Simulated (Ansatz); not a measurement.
What does this script print? It uses the Python package of Ansatz (0.2.0).

The script, `conformers.py`:
```python
'''Conformer energies of C4H5ClO.'''

import logging
import sys

import ansatz
from rdkit import Chem
from rdkit.Chem import AllChem

logging.basicConfig(stream=sys.stdout, format='%(name)s: %(message)s')
log = logging.getLogger('run')
log.setLevel(logging.INFO)

rd = Chem.AddHs(Chem.MolFromSmiles('C=C(C=O)CCl'))
ids = list(AllChem.EmbedMultipleConfs(rd, numConfs=20, randomSeed=765, pruneRmsThresh=0.4))
field = [energy for _, energy in AllChem.MMFFOptimizeMoleculeConfs(rd)]
distinct = {round(e, 2): i for i, e in zip(ids, field)}
chosen = sorted(distinct.items())[:5]
found = []
for force_field, index in chosen:
    molecule = ansatz.Crystal.molecule()
    for atom, xyz in zip(rd.GetAtoms(), rd.GetConformer(index).GetPositions()):
        molecule = molecule.atom(atom.GetSymbol(), xyz.round(5).tolist())
    calc = (
        molecule.calculation()
        .basis(gaussian='6-31G*')
        .functional('PBE0', dispersion='d3bj')
    )
    found.append(calc.run().report['free_energy_ev'])
log.info('conformer   MMFF (kcal/mol)   this level (eV)')
for (force_field, index), e in zip(chosen, found):
    log.info(f'{index:9d} {force_field - chosen[0][0]:17.2f} {(e - min(found)):17.3f}')
```

Output of `python conformers.py`:
```text
run: conformer   MMFF (kcal/mol)   this level (eV)
run:         0              0.00             0.000
run:         5              0.68             0.051
run:         4              3.33             0.130
run:         1              5.46             0.170
```

The conformers keep their force-field geometries. Hardware and time: 16 s on 1 thread of Arm Neoverse V2, with other jobs on the host, peak memory 0.33 GiB.
